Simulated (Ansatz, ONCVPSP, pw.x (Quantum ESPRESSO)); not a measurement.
# What a changed setting does to a pw.x run (diamond C)

Potential: optimised norm-conserving Vanderbilt (ONCV), ONCVPSP 4.0.1.1 (patched build), LDA (Perdew-Wang 92); core [He], reference 2s1.5 2p2.5; waves: 2s: rc 1.25 bohr, ncon 5, nbas 10, qcut 6.2 1/bohr, 2 projectors, debl 2.7 Ha; 2p: rc 1.85 bohr, ncon 5, nbas 10, qcut 9.3 1/bohr, 3 projectors, debl 0.3 Ha; local part: polynomial inside 0.80 bohr (lpopt 5, dvloc0 0 Ha); core correction: Teter function, fcfact 2, rcfact 1.65.

The reference run (k-mesh 13³, cutoffs 155/620 Ry, Fermi–Dirac 0.01 Ry, mixing_beta 0.4, conv_thr 1e-9, no spin) gives -3.03 GPa at 5.505 Å³/atom, where all-electron LAPW gives 0.26 GPa. This run, with its own iteration cap, changes diagonalization to cg.

```
&control
  calculation='scf', prefix='x', pseudo_dir='./', outdir='./tmp', tstress=.true., disk_io='none'
/
&system
  ibrav=0, nat=2, ntyp=1, ecutwfc=155, ecutrho=620, nbnd=11,
  occupations='smearing', smearing='fd', degauss=0.01
/
&electrons
  conv_thr=1e-09, mixing_beta=0.4, electron_maxstep=60, diagonalization='cg'
/
ATOMIC_SPECIES
C 1.0 C.UPF
CELL_PARAMETERS angstrom
  0.00000000 1.76570891 1.76570891
  1.76570891 0.00000000 1.76570891
  1.76570891 1.76570891 0.00000000
ATOMIC_POSITIONS crystal
C 0.0000 0.0000 0.0000
C 0.2500 0.2500 0.2500
K_POINTS automatic
13 13 13 0 0 0
```

```bash
pw.x < C.scf.in > C.scf.out
```

Problem. How does the run end?

Solution. It converges in 7 iterations; the free energy moves by +0.0 meV/atom and the pressure by +0.00 GPa. The result is that of the reference run.

```
Message from routine setup:
     using ibrav=0 with symmetry is DISCOURAGED, use correct ibrav instead
     lattice parameter (alat)  =       4.7188  a.u.
     unit-cell volume          =      74.2992 (a.u.)^3
     number of electrons       =         8.00
     number of Kohn-Sham states=           11
     kinetic-energy cutoff     =     155.0000  Ry
     charge density cutoff     =     620.0000  Ry
     scf convergence threshold =      1.0E-09
     Exchange-correlation= SLA  PW   NOGX NOGC
     number of k points=    84  Fermi-Dirac smearing, width (Ry)=  0.0100
     iteration #  1     ecut=   155.00 Ry     beta= 0.40
     total energy              =     -23.52681066 Ry
     estimated scf accuracy    <       0.14142054 Ry
     iteration #  2     ecut=   155.00 Ry     beta= 0.40
     total energy              =     -23.51623554 Ry
     estimated scf accuracy    <       0.03389448 Ry
     iteration #  3     ecut=   155.00 Ry     beta= 0.40
     total energy              =     -23.51982735 Ry
     estimated scf accuracy    <       0.00024472 Ry
     iteration #  4     ecut=   155.00 Ry     beta= 0.40
     c_bands:  1 eigenvalues not converged
     total energy              =     -23.51994781 Ry
     estimated scf accuracy    <       0.00001146 Ry
     iteration #  5     ecut=   155.00 Ry     beta= 0.40
     total energy              =     -23.51994978 Ry
     estimated scf accuracy    <       0.00000019 Ry
     iteration #  6     ecut=   155.00 Ry     beta= 0.40
     total energy              =     -23.51994983 Ry
     estimated scf accuracy    <       0.00000005 Ry
     iteration #  7     ecut=   155.00 Ry     beta= 0.40
     the Fermi energy is    15.6853 ev
!    total energy              =     -23.51994983 Ry
     estimated scf accuracy    <          3.3E-10 Ry
     smearing contrib. (-TS)   =      -0.00000000 Ry
     The total energy is F=E-TS. E is the sum of the following terms:
     one-electron contribution =       8.44937099 Ry
     hartree contribution      =       1.87041369 Ry
     xc contribution           =      -8.00924118 Ry
     ewald contribution        =     -25.83049334 Ry
     convergence has been achieved in   7 iterations
          total   stress  (Ry/bohr**3)                   (kbar)     P=      -30.30
     Message from routine punch:
     Nothing written, as per user request (disk_io='none')
```

The run took about 65 s on one core of a shared host (Neoverse-N1, 64 threads, 124 GiB, load 61).
